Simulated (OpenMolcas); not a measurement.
## SiNH3 (SMILES N[SiH]): the energy, rung by rung

The species is SiNH3 (5 atoms), meant as a singlet with charge 0. SMILES: `N[SiH]`. Geometry: relaxed at GFN2-xTB. This is one conformer, not always the lowest.

```xyz
5

N    -0.2987   -0.4693    0.1229
Si    0.0054    1.1950    0.3897
H     0.1891   -1.0675   -0.5292
H    -1.0095   -0.9776    0.6207
H     1.1137    1.3194   -0.6042
```

Quantity: the energy change with the Si2–H5 bond stretched from 1.494 to 2.241 Å, in eV. The values are calculated.

| level | kind | program | value (eV) | less FCI/STO-3G | CPU time (all runs) |
| --- | --- | --- | --- | --- | --- |
| HF/STO-3G (restricted) | Hartree–Fock | OpenMolcas | 3.51 | +1.08 | 2.8 s |
| SVWN5/STO-3G (restricted) | LDA | OpenMolcas | 2.44 | +0.01 | 7.4 s |
| PBE/STO-3G (restricted) | GGA | OpenMolcas | 2.32 | -0.11 | 8.6 s |
| r2SCAN/STO-3G (restricted) | meta-GGA | OpenMolcas | 2.50 | +0.07 | 10 s |
| M06-2X/STO-3G (restricted) | hybrid meta-GGA | OpenMolcas | 2.85 | +0.42 | 8.5 s |
| B2PLYP/STO-3G (restricted) | double hybrid | OpenMolcas | 2.71 | +0.28 | 7.1 s |
| MP2/STO-3G (restricted) | perturbation theory | OpenMolcas | 2.90 | +0.47 | 3 s |
| CASPT2(2,2)/STO-3G | multireference | OpenMolcas | 2.37 | -0.06 | 2.9 s |
| CCSD(T)/STO-3G (restricted) | coupled cluster or CI | OpenMolcas | 2.43 | 0.00 | 3.8 s |
| FCI/STO-3G | exact in the basis | OpenMolcas | 2.43 | 0.00 | 26 s |

FCI/STO-3G is exact within its basis and frozen core, so for wave-function methods in that basis the difference is their error; functionals converge differently with the basis, so for them it is only a difference. Spin-restricted single references rise too steeply as a bond breaks, Hartree–Fock most of all. The first shape isn't each level's own minimum. The values span 2.32 to 3.51 eV. All rows use very small basis sets, so even the best lies far from the true value. CPU times are rough (shared hosts, several kinds of processor): they show what a rung costs within a factor of a few.
